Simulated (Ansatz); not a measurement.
The inner images of a band of BFH2 + H2 (6 atoms, charge 0, multiplicity 1) are given out of order.

Computed with RKS PBE0-D4/def2-SVPD (Ansatz 0.2.0).

First end point:

```xyz
6
Properties=species:S:1:pos:R:3
B -0.009 0.423 0.038
F -0.021 0.929 1.262
H 1.063 0.253 -0.486
H -1.071 0.186 -0.480
H 0.075 -2.295 0.610
H 0.074 -2.021 1.320
```

Last end point:

```xyz
6
Properties=species:S:1:pos:R:3
B 0.015 -0.362 -0.296
F 0.013 -0.067 1.712
H 1.038 0.233 -0.513
H -1.046 0.168 -0.504
H 0.053 -1.568 -0.182
H 0.038 -0.930 2.047
```

Put them in order from the first end to the last, with their energies above the first end.
A.
```xyz
6
Properties=species:S:1:pos:R:3
B -0.005 0.310 0.083
F -0.016 0.841 1.299
H 1.064 0.144 -0.448
H -1.067 0.080 -0.439
H 0.080 -2.067 0.523
H 0.055 -1.834 1.246
```
B.
```xyz
6
Properties=species:S:1:pos:R:3
B 0.014 -0.347 -0.228
F 0.012 -0.030 1.727
H 1.045 0.208 -0.500
H -1.050 0.146 -0.492
H 0.050 -1.544 -0.004
H 0.039 -0.959 1.760
```
C.
```xyz
6
Properties=species:S:1:pos:R:3
B 0.000 0.187 0.131
F -0.010 0.708 1.359
H 1.063 0.063 -0.423
H -1.060 0.002 -0.414
H 0.073 -1.861 0.444
H 0.046 -1.626 1.168
```
D.
```xyz
6
Properties=species:S:1:pos:R:3
B 0.013 -0.243 0.011
F 0.012 0.074 1.626
H 1.060 0.107 -0.457
H -1.055 0.053 -0.448
H 0.046 -1.520 0.294
H 0.037 -0.998 1.238
```
E.
```xyz
6
Properties=species:S:1:pos:R:3
B 0.005 0.040 0.177
F -0.005 0.525 1.447
H 1.055 0.030 -0.422
H -1.045 -0.029 -0.417
H 0.056 -1.686 0.381
H 0.045 -1.406 1.098
```
F.
```xyz
6
Properties=species:S:1:pos:R:3
B 0.014 -0.320 -0.134
F 0.012 -0.009 1.706
H 1.057 0.165 -0.471
H -1.057 0.106 -0.462
H 0.048 -1.525 0.152
H 0.037 -0.941 1.473
```
G.
```xyz
6
Properties=species:S:1:pos:R:3
B 0.011 -0.115 0.145
F 0.006 0.285 1.543
H 1.052 0.057 -0.447
H -1.042 0.006 -0.440
H 0.046 -1.569 0.361
H 0.039 -1.191 1.102
```

A (+0.2 kcal/mol), C (+1.4 kcal/mol), E (+5.4 kcal/mol), G (+18.6 kcal/mol), D (+33.3 kcal/mol), F (+27.7 kcal/mol), B (+24.6 kcal/mol).

Time of the run: 110 s on 1 thread of Arm Neoverse V1 (shared host), peak memory 0.11 GiB.
